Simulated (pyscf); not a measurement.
`[CH2][Cl]` [doublet] + `[CH4]` -> `[CH3][Cl]` + `[CH3]` [doublet] (hydrogen abstraction; doublet surface; C–H broken, C–H formed). PySCF, gas phase, ωB97X-D3(BJ)/def2-SVP geometries. Correlated levels are frozen-core, on RHF or UHF. ΔMP2 is the change of the MP2 total energy from the triple- to the quadruple-zeta basis. Energies in kcal/mol from the separated reactants.

```tsv
level	barrier	reaction energy
ωB97X-D3(BJ)/def2-TZVP	19.1	+6.5
PBE/def2-TZVP	14.7	+8.0
B3LYP-D3(BJ)/def2-TZVP	17.3	+6.6
M06-2X/def2-TZVP	19.1	+5.5
HF/def2-TZVP	(withheld)	+2.4
CCSD/def2-TZVPP	22.1	+5.0
CCSD(T)/def2-TZVPP + ΔMP2(QZVPP)	(withheld)	(withheld)
```

Question: What belongs in the gaps?

Answer: 
- HF/def2-TZVP, barrier: 31.5
- CCSD(T)/def2-TZVPP + ΔMP2(QZVPP), barrier: 20.1
- CCSD(T)/def2-TZVPP + ΔMP2(QZVPP), reaction energy: +5.4

This is the saddle that the search found; another between the same sides may lie lower. The angle at the transferred H is 175°. The CCSD(T) − MP2 part came from Ansatz, without density fitting, on the same reference.
